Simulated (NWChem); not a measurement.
Species: C$_{4}$H$_{6}$ cation, doublet; SMILES of the neutral closed-shell parent C=CC=C

```xyz
10

C     -0.1110     1.8570    -0.0160
C      0.4146     0.5702    -0.0195
C     -0.4146    -0.5702     0.0195
C      0.1110    -1.8570     0.0160
H     -1.1848     2.0282     0.0173
H      0.5365     2.7289    -0.0475
H      1.4944     0.4373    -0.0533
H     -1.4944    -0.4373     0.0533
H     -0.5365    -2.7289     0.0475
H      1.1848    -2.0282    -0.0173
```
Atoms are numbered in this order, from 1.

Program: NWChem. Pople sets run with spherical d functions. Spin-unrestricted. Spin-contaminated determinants: UHF/6-31G* (<S²> = 0.92). In the optimisation the excess spin sits in ag (Ci, its own frame). Geometry: optimised at B3LYP/6-31G* (spherical d), spin-unrestricted. This spin state was assumed; another may lie lower. No stability test was run on the SCF state. Atomic charges in e: unrestrained fits to the electrostatic potential beside Mulliken populations; buried atoms are poorly determined by the fit.

For level UHF/6-31G*:

| Quantity | Value |
|---|---|
| Mulliken C1 | -0.27 |
| Mulliken C2 | -0.11 |
| Mulliken C3 | -0.11 |
| Mulliken C4 | -0.27 |

Task: Estimate the same quantities for level B3LYP/def2-SVP.

Result: 
| Item | Value |
|---|---|
| Mulliken C1 | 0.13 |
| Mulliken C2 | 0.03 |
| Mulliken C3 | 0.03 |
| Mulliken C4 | 0.13 |
